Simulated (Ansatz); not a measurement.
# H6PSSi (charge +1), SMILES [PH3+][SiH2]S: harmonic frequencies at the relaxed geometry

With Ansatz 0.2.0 through its Python package.

The cells in order, each with its output:

```python
import itertools
import warnings

import ansatz as az
from ase.data import atomic_numbers, covalent_radii
import numpy as np

BASIS_SET = "6-31G*"
FUNCTIONAL = "r2scan"
CHARGE = 1
```

```python
warnings.simplefilter("ignore", az.DeckWarning)
```

```python
h6pssi = (
    az.Crystal.molecule()
    .atom("P", (-1.2054, 0.4853, 0.0959))
    .atom("Si", (0.5113, -0.8486, -0.1655))
    .atom("S", (2.2446, 0.0001, 0.7641))
    .atom("H", (-2.3837, -0.0037, -0.5082))
    .atom("H", (-0.9981, 1.7666, -0.459))
    .atom("H", (-1.5359, 0.7066, 1.4502))
    .atom("H", (0.2403, -2.1738, 0.4452))
    .atom("H", (0.8054, -1.0215, -1.61))
    .atom("H", (2.3215, 1.089, -0.0126))
)

job = h6pssi.calculation().basis(gaussian=BASIS_SET).functional(FUNCTIONAL).charge(CHARGE)
symbols = [site.symbol for site in h6pssi.cartesian_sites]
start = np.array([site.position_ang for site in h6pssi.cartesian_sites], dtype=float)
summary = job.relax(force_tolerance=0.003).run().report
end = np.array(summary["positions_ang"])
```

```python
# pairs closer than 1.2 times the sum of covalent radii, before or after
radius = [covalent_radii[atomic_numbers[s]] for s in symbols]
span = lambda where, i, j: np.linalg.norm(where[i] - where[j])
bonded = [(i, j) for i, j in itertools.combinations(range(len(symbols)), 2) if min(span(start, i, j), span(end, i, j)) < 1.2 * (radius[i] + radius[j])]
print("pair        before    after (A)")
for i, j in bonded:
    print(f"{symbols[i]}{i}-{symbols[j]}{j}".ljust(10), f"{span(start, i, j):8.4f} {span(end, i, j):8.4f}")
for first, second in list(itertools.combinations(bonded, 2)):
    shared = set(first) & set(second)
    if shared and symbols[(j := shared.pop())] != "H":
        i, k = sorted((set(first) | set(second)) - {j})
        u, v = end[i] - end[j], end[k] - end[j]
        angle = np.degrees(np.arccos(np.clip(u @ v / np.linalg.norm(u) / np.linalg.norm(v), -1, 1)))
        print(f"final angle {symbols[i]}{i}-{symbols[j]}{j}-{symbols[k]}{k}: {angle:.2f} deg")

# same settings at the minimum
minimum = az.Crystal.molecule()
for symbol, place in zip(symbols, end):
    minimum = minimum.atom(symbol, place.tolist())
vibrating = (
    minimum.calculation()
    .basis(gaussian=BASIS_SET)
    .functional(FUNCTIONAL)
    .charge(CHARGE)
    .phonons(temperatures=(200, 600, 100))
)
vib = vibrating.run().report["vibrations"]
sums = vib["harmonic_sums"]
modes = [m["omega_inv_cm"] for m in sums["modes_at_gamma"] if m["rigid_motion"] == "no"]
print("frequencies (1/cm):", " ".join(f"{w:.0f}" for w in modes))
print("imaginary modes:", sum(w < 0 for w in modes), " zero-point energy:", round(sums["zero_point_energy_ev"], 4), "eV")
print("T (K)   F_vib (eV)   S_vib (meV/K)   C_vib (meV/K)")
for row in zip(sums["temperatures_k"], sums["vibrational_free_energy_ev"], vib["entropy_ev_per_k"], vib["heat_capacity_ev_per_k"]):
    print(f"{row[0]:6.1f} {row[1]:11.4f} {1000 * row[2]:13.4f} {1000 * row[3]:15.4f}")
```

    pair        before    after (A)
    P0-Si1       2.1897   2.3466
    P0-H3        1.4115   1.4072
    P0-H4        1.4116   1.4052
    P0-H5        1.4115   1.4050
    Si1-S2       2.1421   2.1043
    Si1-H6       1.4841   1.4753
    Si1-H7       1.4842   1.4779
    S2-H8        1.3397   1.3515
    final angle Si1-P0-H3: 116.45 deg
    final angle Si1-P0-H4: 113.66 deg
    final angle Si1-P0-H5: 112.57 deg
    final angle P0-Si1-S2: 108.06 deg
    final angle P0-Si1-H6: 100.21 deg
    final angle P0-Si1-H7: 101.16 deg
    final angle H3-P0-H4: 104.37 deg
    final angle H3-P0-H5: 104.55 deg
    final angle H4-P0-H5: 104.00 deg
    final angle S2-Si1-H6: 111.47 deg
    final angle S2-Si1-H7: 116.98 deg
    final angle Si1-S2-H8: 95.75 deg
    final angle H6-Si1-H7: 116.50 deg
    frequencies (1/cm): 113 127 247 363 368 491 530 555 715 793 845 895 987 1103 1104 2308 2346 2528 2564 2573 2687
    imaginary modes: 0  zero-point energy: 1.5029 eV
    T (K)   F_vib (eV)   S_vib (meV/K)   C_vib (meV/K)
     200.0      1.4767        0.3358          0.4605
     300.0      1.4316        0.5675          0.6892
     400.0      1.3635        0.7908          0.8627
     500.0      1.2739        0.9980          0.9935
     600.0      1.1645        1.1887          1.0986

The frequencies are harmonic and unscaled, in a modest basis. Hardware and time: 3.2 min on 1 thread of Arm Neoverse V1 (shared host), peak memory 0.23 GiB.
